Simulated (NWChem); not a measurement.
# C4H8O (butyraldehyde) at 6 levels

Aim: a comparison of 6 runs (HF/3-21G, HF/6-31G*, B3LYP/6-31G*, PBE0/def2-SVPD, MP2/6-31G*, CCSD/6-31G*) of C4H8O (butyraldehyde). 

The results are computed with NWChem 7.3.0.

**1. Starting point**

C4H8O: 13 atoms, total charge 0, spin state singlet. SMILES: `CCCC=O`. Geometry: relaxed at PBE0-D4/def2-TZVP. This is one conformer, not always the lowest.

Bond lengths: C1–C2 1.520 Å, C2–C3 1.518 Å, C3–C4 1.499 Å, C4–O5 1.201 Å, C1–H6 1.092 Å, C1–H7 1.094 Å, C1–H8 1.091 Å, C2–H9 1.094 Å, C2–H10 1.094 Å, C3–H11 1.099 Å, C3–H12 1.099 Å, C4–H13 1.113 Å. Some angles: C1–C2–C3 113.0°, C2–C3–C4 115.1°, C3–C4–O5 125.2°, C1–C2–H9 109.7°, C1–C2–H10 109.6°, C3–C2–H9 108.7°, C3–C2–H10 108.7°, C2–C1–H6 111.1°, C2–C1–H7 111.1°, C2–C1–H8 111.1°.

**2. Energy and forces at HF/3-21G (run 1)**

File run.py:

```python
from ase import Atoms
from ase.calculators.nwchem import NWChem

system = Atoms(['C', 'C', 'C', 'C', 'O', 'H', 'H', 'H', 'H', 'H', 'H', 'H', 'H'], positions=[
    [-1.358800, 0.247600, 0.768800],
    [0.157400, 0.343500, 0.817500],
    [0.841700, -0.545800, -0.204400],
    [0.730100, -0.083300, -1.626300],
    [0.239700, 0.954200, -1.979300],
    [-1.817000, 0.888100, 1.525300],
    [-1.694400, -0.776900, 0.955600],
    [-1.740200, 0.557700, -0.205500],
    [0.513100, 0.070500, 1.815300],
    [0.465500, 1.378500, 0.645000],
    [0.464500, -1.576800, -0.164500],
    [1.919000, -0.637400, -0.005700],
    [1.164600, -0.781200, -2.376600],
])

calc = NWChem(
    label='c4h8o',
    theory='scf',
    memory='2200 mb',
    basis='3-21G',
    basispar='spherical bse',
    scf={'nopen': '0', 'rhf': None, 'thresh': '1e-08', 'maxiter': '80'},
)
system.calc = calc

forces = system.get_forces()
print("Total energy (eV):", round(system.get_potential_energy(), 6))
print("forces (eV/A):")
for s, f in zip(system.symbols, forces):
    print(f"{s:2s} {f[0]:10.5f} {f[1]:10.5f} {f[2]:10.5f}")
print("dipole (e A):", system.get_dipole_moment().round(4))
```

On the command line:

```console
$ export ASE_NWCHEM_COMMAND="nwchem PREFIX.nwi > PREFIX.nwo"
$ python run.py
```

Log:

```text
Total energy (eV): -6250.336665
forces (eV/A):
C    -0.89906   -0.09606   -0.07580
C     0.61573    0.60719    0.44624
C     0.62025   -1.07647   -0.18250
C     0.43025   -0.82306   -0.51489
O    -0.37831    0.70433   -0.18347
H     0.13524   -0.14794   -0.18363
H     0.11848    0.26102   -0.04237
H     0.18389   -0.06438    0.24971
H    -0.14635    0.06191   -0.28298
H    -0.12110   -0.31162    0.02623
H     0.01759    0.35497    0.07245
H    -0.31054    0.11863    0.06741
H    -0.26606    0.41143    0.60364
dipole (e A): [ 0.2244 -0.4653  0.2595]
```

The calculator wrote c4h8o.nwi:

```
title "c4h8o"

permanent_dir c4h8o

scratch_dir c4h8o

start c4h8o

geometry units angstrom nocenter noautosym noautoz
  C  -1.3588000000000000e+00 2.4759999999999999e-01 7.6880000000000004e-01
  C  1.5740000000000001e-01 3.4350000000000003e-01 8.1750000000000000e-01
  C  8.4170000000000000e-01 -5.4579999999999995e-01 -2.0440000000000000e-01
  C  7.3009999999999997e-01 -8.3299999999999999e-02 -1.6263000000000001e+00
  O  2.3970000000000000e-01 9.5420000000000005e-01 -1.9793000000000001e+00
  H  -1.8169999999999999e+00 8.8810000000000000e-01 1.5253000000000001e+00
  H  -1.6943999999999999e+00 -7.7690000000000003e-01 9.5560000000000000e-01
  H  -1.7402000000000000e+00 5.5769999999999997e-01 -2.0549999999999999e-01
  H  5.1310000000000000e-01 7.0499999999999993e-02 1.8152999999999999e+00
  H  4.6550000000000002e-01 1.3785000000000001e+00 6.4500000000000002e-01
  H  4.6450000000000002e-01 -1.5768000000000000e+00 -1.6450000000000001e-01
  H  1.9190000000000000e+00 -6.3739999999999997e-01 -5.7000000000000002e-03
  H  1.1646000000000001e+00 -7.8120000000000001e-01 -2.3765999999999998e+00
end

memory 2200 mb

basis spherical bse noprint
   * library 3-21G
end

scf
  nopen 0
  rhf
  thresh 1e-08
  maxiter 80
end

task scf gradient
```

c4h8o.nwo:

```text
Northwest Computational Chemistry Package (NWChem) 7.3.0
             --------------------------------------------------------

           Job information
           ---------------

    nwchem branch   = 7.3.0
    use scalapack   = T
    input           = c4h8o.nwi
    prefix          = c4h8o.
    data base       = c4h8o/c4h8o.db
    status          = startup
    nproc           =        1

           Memory information
           ------------------

    heap     =     72089600 doubles =      550.0 Mbytes
    stack    =     72089597 doubles =      550.0 Mbytes
    global   =    144179200 doubles =     1100.0 Mbytes (distinct from heap & stack)
    total    =    288358397 doubles =     2200.0 Mbytes
    verify   = yes
    hardfail = no

[... 143 lines left out ...]
 Convergence threshold     :          1.000E-08
[... 13 lines left out ...]
       Final RHF  results
[... 3 lines left out ...]
      One-electron energy =   -660.679408000452
[... 1 line left out ...]
 Nuclear repulsion energy =    176.442081157178
[... 38 lines left out ...]
                       ROHF Final Molecular Orbital Analysis
[... 257 lines left out ...]
                         RHF ENERGY GRADIENTS

    atom               coordinates                        gradient
                 x          y          z           x          y          z
   1 C      -2.567760   0.467896   1.452821    0.017484   0.001868   0.001474
   2 C       0.297443   0.649121   1.544851   -0.011974  -0.011808  -0.008678
   3 C       1.590582  -1.031412  -0.386260   -0.012062   0.020934   0.003549
[... 9 lines of this table left out ...]
  13 H       2.200775  -1.476254  -4.491123    0.005174  -0.008001  -0.011739

                 ----------------------------------------
                 |  Time  |  1-e(secs)   |  2-e(secs)   |
                 ----------------------------------------
                 |  CPU   |       0.00   |       0.37   |
                 ----------------------------------------
                 |  WALL  |       0.00   |       0.37   |
                 ----------------------------------------

 Task  times  cpu:        4.6s     wall:        4.6s
 Total times  cpu:        4.6s     wall:        4.6s
```

It took 6 s on 1 thread of Intel Xeon Platinum 8488C (Sapphire Rapids), shared host; peak memory 0.097 GiB.

**3. Energy and gradient at HF/6-31G(d) (spherical functions) (run 2)**

File mymol.nw:

```
start mymol
title "C4H8O"
memory stack 880 mb heap 220 mb global 1100 mb
geometry noautosym nocenter noautoz
   C    -1.358800    0.247600    0.768800
   C     0.157400    0.343500    0.817500
   C     0.841700   -0.545800   -0.204400
   C     0.730100   -0.083300   -1.626300
   O     0.239700    0.954200   -1.979300
   H    -1.817000    0.888100    1.525300
   H    -1.694400   -0.776900    0.955600
   H    -1.740200    0.557700   -0.205500
   H     0.513100    0.070500    1.815300
   H     0.465500    1.378500    0.645000
   H     0.464500   -1.576800   -0.164500
   H     1.919000   -0.637400   -0.005700
   H     1.164600   -0.781200   -2.376600
end
basis spherical bse
   C library 6-31G*
   O library 6-31G*
   H library 6-31G*
end
scf
   singlet
   rhf
   thresh 1e-08
   maxiter 80
   noprint "final vectors analysis"
end
task scf gradient
```

On the command line:

```console
$ nwchem mymol.nw > mymol.out
```

Log:

```text
[...]
  functions       =    86
[...]
  wavefunction    = RHF
[...]
         Total SCF energy =   -230.984193380169
      One-electron energy =   -662.640744259659
      Two-electron energy =    255.214469722311
 Nuclear repulsion energy =    176.442081157179
        Time for solution =     17.1s
[...]
                         RHF ENERGY GRADIENTS
    atom               coordinates                        gradient
                 x          y          z           x          y          z
   1 C      -2.567760   0.467896   1.452821    0.010015   0.000296   0.000712
   2 C       0.297443   0.649121   1.544851   -0.005577  -0.008084  -0.006478
   3 C       1.590582  -1.031412  -0.386260   -0.007969   0.011847  -0.000040
   4 C       1.379689  -0.157414  -3.073261    0.005943  -0.014410   0.017403
   5 O       0.452967   1.803177  -3.740335   -0.010162   0.020953  -0.005928
   6 H      -3.433632   1.678266   2.882399   -0.002063   0.002807   0.003214
   7 H      -3.201952  -1.468128   1.805822   -0.001247  -0.004558   0.000632
   8 H      -3.288501   1.053900  -0.388339   -0.001571   0.001556  -0.005202
   9 H       0.969618   0.133226   3.430420    0.001924  -0.001030   0.004742
  10 H       0.879667   2.604987   1.218873    0.001644   0.005749  -0.001609
  11 H       0.877778  -2.979720  -0.310860   -0.001354  -0.005713  -0.000474
[...]
```

Wall time 20 s (1 thread of Intel Xeon Platinum 8488C (Sapphire Rapids), shared host); peak memory 0.1 GiB.

**4. Energy and gradient at B3LYP/6-31G(d) (Cartesian functions) (run 3)**

File run.py:

```python
from ase import Atoms
from ase.calculators.nwchem import NWChem

atoms = Atoms(['C', 'C', 'C', 'C', 'O', 'H', 'H', 'H', 'H', 'H', 'H', 'H', 'H'], positions=[
    [-1.358800, 0.247600, 0.768800],
    [0.157400, 0.343500, 0.817500],
    [0.841700, -0.545800, -0.204400],
    [0.730100, -0.083300, -1.626300],
    [0.239700, 0.954200, -1.979300],
    [-1.817000, 0.888100, 1.525300],
    [-1.694400, -0.776900, 0.955600],
    [-1.740200, 0.557700, -0.205500],
    [0.513100, 0.070500, 1.815300],
    [0.465500, 1.378500, 0.645000],
    [0.464500, -1.576800, -0.164500],
    [1.919000, -0.637400, -0.005700],
    [1.164600, -0.781200, -2.376600],
])

calc = NWChem(
    label='job',
    theory='dft',
    memory='2200 mb',
    basis='6-31G*',
    dft={'xc': 'b3lyp', 'mult': '1', 'grid': 'fine', 'convergence': 'energy 1e-08', 'iterations': '100', 'mulliken': None, 'print': 'low'},
)
atoms.calc = calc

forces = atoms.get_forces()
print("Total energy (eV):", round(atoms.get_potential_energy(), 6))
print("forces (eV/A):")
for s, f in zip(atoms.symbols, forces):
    print(f"{s:2s} {f[0]:10.5f} {f[1]:10.5f} {f[2]:10.5f}")
```

On the command line:

```console
$ export ASE_NWCHEM_COMMAND="nwchem PREFIX.nwi > PREFIX.nwo"
$ python run.py
```

Log:

```text
Total energy (eV): -6325.502419
forces (eV/A):
C    -0.23253    0.00658    0.01100
C     0.10506    0.15416    0.15545
C     0.19715   -0.27521    0.03492
C     0.31985   -0.66144   -0.03245
O    -0.42984    0.91135   -0.33111
H    -0.06510    0.07215    0.08721
H    -0.05482   -0.10814    0.02062
H    -0.04268    0.03044   -0.09004
H     0.03394   -0.01995    0.10994
H     0.03327    0.09698   -0.00273
H    -0.02833   -0.10948    0.03409
H     0.11169   -0.01913    0.05461
H     0.05235   -0.07832   -0.05158
```

The calculator wrote job.nwi:

```
title "job"

permanent_dir job

scratch_dir job

start job

geometry units angstrom nocenter noautosym noautoz
  C  -1.3588000000000000e+00 2.4759999999999999e-01 7.6880000000000004e-01
  C  1.5740000000000001e-01 3.4350000000000003e-01 8.1750000000000000e-01
  C  8.4170000000000000e-01 -5.4579999999999995e-01 -2.0440000000000000e-01
  C  7.3009999999999997e-01 -8.3299999999999999e-02 -1.6263000000000001e+00
  O  2.3970000000000000e-01 9.5420000000000005e-01 -1.9793000000000001e+00
  H  -1.8169999999999999e+00 8.8810000000000000e-01 1.5253000000000001e+00
  H  -1.6943999999999999e+00 -7.7690000000000003e-01 9.5560000000000000e-01
  H  -1.7402000000000000e+00 5.5769999999999997e-01 -2.0549999999999999e-01
  H  5.1310000000000000e-01 7.0499999999999993e-02 1.8152999999999999e+00
  H  4.6550000000000002e-01 1.3785000000000001e+00 6.4500000000000002e-01
  H  4.6450000000000002e-01 -1.5768000000000000e+00 -1.6450000000000001e-01
  H  1.9190000000000000e+00 -6.3739999999999997e-01 -5.7000000000000002e-03
  H  1.1646000000000001e+00 -7.8120000000000001e-01 -2.3765999999999998e+00
end

memory 2200 mb

basis noprint
   * library 6-31G*
end

dft
  xc b3lyp
  mult 1
  grid fine
  convergence energy 1e-08
  iterations 100
  mulliken
  print low
end

task dft gradient
```

job.nwo:

```text
Northwest Computational Chemistry Package (NWChem) 7.3.0
             --------------------------------------------------------

           Job information
           ---------------

    nwchem branch   = 7.3.0
    use scalapack   = T
    input           = job.nwi
    prefix          = job.
    data base       = job/job.db
    status          = startup
    nproc           =        1

           Memory information
           ------------------

    heap     =     72089600 doubles =      550.0 Mbytes
    stack    =     72089597 doubles =      550.0 Mbytes
    global   =    144179200 doubles =     1100.0 Mbytes (distinct from heap & stack)
    total    =    288358397 doubles =     2200.0 Mbytes
    verify   = yes
    hardfail = no

[... 37 lines left out ...]
            Nuclear Dipole moment (a.u.)
[... 84 lines left out ...]
   convergence    iter        energy       DeltaE   RMS-Dens  Diis-err    time
[... 14 lines left out ...]
         Total DFT energy =     -232.457928203717
      One electron energy =     -663.258800931497
           Coulomb energy =      287.645534277439
    Exchange-Corr. energy =      -33.286742706838
 Nuclear repulsion energy =      176.442081157178
[... 21 lines left out ...]
    Atom       Charge   Shell Charges
 -----------   ------   -------------------------------------------------------
    1 C    6     6.43   1.98  0.36  1.92  0.33  1.37  0.47
    2 C    6     6.26   1.98  0.35  1.90  0.31  1.24  0.47
    3 C    6     6.31   1.98  0.37  1.92  0.31  1.25  0.49
[... 9 lines of this table left out ...]
   13 H    1     0.90   0.51  0.39

                         DFT ENERGY GRADIENTS

    atom               coordinates                        gradient
                 x          y          z           x          y          z
   1 C      -2.567760   0.467896   1.452821    0.004522  -0.000128  -0.000214
   2 C       0.297443   0.649121   1.544851   -0.002043  -0.002998  -0.003023
   3 C       1.590582  -1.031412  -0.386260   -0.003834   0.005352  -0.000679
[... 9 lines of this table left out ...]
  13 H       2.200775  -1.476254  -4.491123   -0.001018   0.001523   0.001003

 Task  times  cpu:       29.9s     wall:       29.9s
 Total times  cpu:       29.9s     wall:       29.9s
```

Run time: 32 s. Hardware: 1 thread of Intel Xeon Platinum 8488C (Sapphire Rapids), shared host; peak memory 0.12 GiB.

Runs 4 to 5 aren't shown in full; the table further down has their settings and results.

**5. A single-point energy at CCSD/6-31G(d) (spherical functions) (run 6)**

File struct.xyz:

```xyz
13
C4H8O energy
C     -1.358800     0.247600     0.768800
C      0.157400     0.343500     0.817500
C      0.841700    -0.545800    -0.204400
C      0.730100    -0.083300    -1.626300
O      0.239700     0.954200    -1.979300
H     -1.817000     0.888100     1.525300
H     -1.694400    -0.776900     0.955600
H     -1.740200     0.557700    -0.205500
H      0.513100     0.070500     1.815300
H      0.465500     1.378500     0.645000
H      0.464500    -1.576800    -0.164500
H      1.919000    -0.637400    -0.005700
H      1.164600    -0.781200    -2.376600
```

File run.py:

```python
from ase.io import read
from ase.calculators.nwchem import NWChem

atoms = read('struct.xyz')

calc = NWChem(
    label='struct',
    theory='ccsd',
    memory='2200 mb',
    basis='6-31G*',
    basispar='spherical bse',
    scf={'nopen': '0', 'rhf': None, 'thresh': '1e-08', 'maxiter': '80'},
    ccsd={'freeze': 'core 5', 'maxiter': '60'},
    task='energy',
)
atoms.calc = calc

print(f"energy = {atoms.get_potential_energy():.6f} eV")
```

On the command line:

```console
$ export ASE_NWCHEM_COMMAND="nwchem PREFIX.nwi > PREFIX.nwo"
$ python run.py
```

Log:

```text
energy = -6305.395545 eV
```

The calculator wrote struct.nwi:

```
title "struct"

permanent_dir struct

scratch_dir struct

start struct

geometry units angstrom nocenter noautosym noautoz
  C  -1.3588000000000000e+00 2.4759999999999999e-01 7.6880000000000004e-01
  C  1.5740000000000001e-01 3.4350000000000003e-01 8.1750000000000000e-01
  C  8.4170000000000000e-01 -5.4579999999999995e-01 -2.0440000000000000e-01
  C  7.3009999999999997e-01 -8.3299999999999999e-02 -1.6263000000000001e+00
  O  2.3970000000000000e-01 9.5420000000000005e-01 -1.9793000000000001e+00
  H  -1.8169999999999999e+00 8.8810000000000000e-01 1.5253000000000001e+00
  H  -1.6943999999999999e+00 -7.7690000000000003e-01 9.5560000000000000e-01
  H  -1.7402000000000000e+00 5.5769999999999997e-01 -2.0549999999999999e-01
  H  5.1310000000000000e-01 7.0499999999999993e-02 1.8152999999999999e+00
  H  4.6550000000000002e-01 1.3785000000000001e+00 6.4500000000000002e-01
  H  4.6450000000000002e-01 -1.5768000000000000e+00 -1.6450000000000001e-01
  H  1.9190000000000000e+00 -6.3739999999999997e-01 -5.7000000000000002e-03
  H  1.1646000000000001e+00 -7.8120000000000001e-01 -2.3765999999999998e+00
end

memory 2200 mb

basis spherical bse noprint
   * library 6-31G*
end

scf
  nopen 0
  rhf
  thresh 1e-08
  maxiter 80
end
ccsd
  freeze core 5
  maxiter 60
end

task ccsd energy
```

struct.nwo:

```text
Northwest Computational Chemistry Package (NWChem) 7.3.0
             --------------------------------------------------------

           Job information
           ---------------

    nwchem branch   = 7.3.0
    use scalapack   = T
    input           = struct.nwi
    prefix          = struct.
    data base       = struct/struct.db
    status          = startup
    nproc           =        1

           Memory information
           ------------------

    heap     =     72089594 doubles =      550.0 Mbytes
    stack    =     72089599 doubles =      550.0 Mbytes
    global   =    144179200 doubles =     1100.0 Mbytes (distinct from heap & stack)
    total    =    288358393 doubles =     2200.0 Mbytes
    verify   = yes
    hardfail = no

[... 141 lines left out ...]
         Quadratically convergent ROHF
[... 15 lines left out ...]
       Final RHF  results
[... 4 lines left out ...]
      Two-electron energy =    255.214469722353
[... 39 lines left out ...]
                       ROHF Final Molecular Orbital Analysis
[... 283 lines left out ...]
 Total MP2 energy:           -231.670182019267884
[... 21 lines left out ...]
  Failed reading restart vector from struct/struct.t2
[... 3 lines left out ...]
             energy      energy      error      ampl     ampl      Block
[... 6 lines left out ...]
                  *************converged*************
[... 6 lines left out ...]
 Total CCSD energy:           -231.719014197168889
[... 1 line left out ...]
 --------------------------------
 Spin Component Scaled (SCS) CCSD
 --------------------------------
 Same spin contribution:                 -0.153981128193569
 Same spin scaling factor:                1.130000000000000
 Opposite spin contribution:             -0.580839688799683
 Opposite spin scaling fact.:             1.270000000000000
 SCS-CCSD correlation energy:            -0.911665079634330
 Total SCS-CCSD energy:                -231.895858459809972

 routine      calls  cpu(0)   cpu-min  cpu-ave  cpu-max   i/o
 aoccsd          1     0.03     0.03     0.03     0.03    0.00
 iterdrv         1     0.04     0.04     0.04     0.04    0.00
 pampt          13     0.29     0.29     0.29     0.29    0.00
[... 9 lines of this table left out ...]
 Total               111.49   111.49   111.49   111.49    0.00

 Task  times  cpu:      136.3s     wall:      136.3s
 Total times  cpu:      136.4s     wall:      136.4s
```

It took 2.3 min on 1 thread of Intel Xeon Platinum 8488C (Sapphire Rapids), shared host; peak memory 0.26 GiB.

**6. Overview of the runs**

```tsv
run	level	Cartesian functions	iteration cap	energy (Eh)	dipole moment (D)	HOMO energy (eV)	LUMO energy (eV)	wall time
1	HF/3-21G	no	80	-229.695638	2.78	-11.08	4.51	6 s
2	HF/6-31G* (spherical functions)	no	80	-230.984193	2.85	–	–	20 s
3	B3LYP/6-31G* (Cartesian functions)	yes	100	-232.457928	–	–	–	32 s
4	PBE0/def2-SVPD	no	100	-232.027407	2.71	-7.47	-0.70	1.8 min
5	MP2/6-31G* (spherical functions)	no	80	-231.670182	2.37	-11.26	4.36	57 s
6	CCSD/6-31G* (spherical functions)	no	80	-231.719014	–	-11.26	4.36	2.3 min
```

**7. Results**

```
                                          quantity          value
                               run 6: total energy  -231.71901 Eh
        run 6: HOMO energy (Hartree–Fock orbitals)      -11.26 eV
        run 6: LUMO energy (Hartree–Fock orbitals)        4.36 eV
      run 6: HOMO–LUMO gap (Hartree–Fock orbitals)       15.62 eV
run 6: correlation energy (5 core orbitals frozen)     -734.8 mEh
```

In words: Below the HF energy at the same shape and in the same basis (6-31G*): MP2 -686.0 mEh; CCSD -734.8 mEh. Over runs 1, 2, 4, 5 the dipole moment (its size) runs from 2.37 D (MP2/6-31G*) to 2.85 D (HF/6-31G*). Totals of different functionals can't be ranked against each other. All runs together took 6 min, the longest 2.3 min.
